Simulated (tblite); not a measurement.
Species: C5H5S (doublet state).
SMILES with atom numbers: `[CH2:1][C:2]#[C:3][C:4]([CH3:5])=[S:6]` (hydrogens: H7, H8 on C1; H9, H10, H11 on C5)

Cartesian coordinates in Å at the GFN2-xTB level; atoms count from 1:
```xyz
11
C5H5S angstrom
C      2.837   -0.069    0.087
C      1.536    0.090    0.258
C      0.304    0.217    0.392
C     -1.013    0.420    0.593
C     -2.037   -0.328   -0.202
S     -1.516    1.520    1.778
H      3.545    0.483    0.684
H      3.226   -0.753   -0.648
H     -2.162   -1.329    0.214
H     -2.995    0.183   -0.158
H     -1.720   -0.432   -1.239
```

Level: GFN2-xTB in tblite, geometry and Hessian alike; calculated harmonic values, unscaled, isolated species. This tight-binding method is rough: wavenumbers can miss measured ones by several per cent, in bad cases by 10 to 20. Open shells enter through the occupations alone, without spin polarisation, and single modes of such species can be off by tens of per cent. The optimisation stopped once no atom felt more than 0.01 eV/Å.

Lowest wavenumbers of the output (negative numbers stand for imaginary wavenumbers):
```
mode    cm-1
  1     -33.4
  2      92.2
  3     137.6
  4     252.9
  5     293.0
  6     315.9
  7     384.6
  8     455.5
```

Question: Is this structure a minimum?

Answer: Not by this Hessian. 1 mode is imaginary beyond 20i (33i cm⁻¹), so at this level the point lies at or near a first-order saddle. The curvature is small, so loose convergence or finite differences may be the whole cause.

Question: Which atoms move in the imaginary mode?

Answer: 33i: H9 (hydrogen on carbon) 36 %, H11 (hydrogen on carbon) 32 %, H10 (hydrogen on carbon) 31 %. These are shares of the mass-weighted motion.

Question: What is the remedy?

Answer: Step along that mode in both directions, optimise again with tighter thresholds and repeat the frequencies. The zero-point energy of this point (47.9 kcal/mol) counts the 26 real modes alone, and thermal corrections from it aren't those of a minimum.
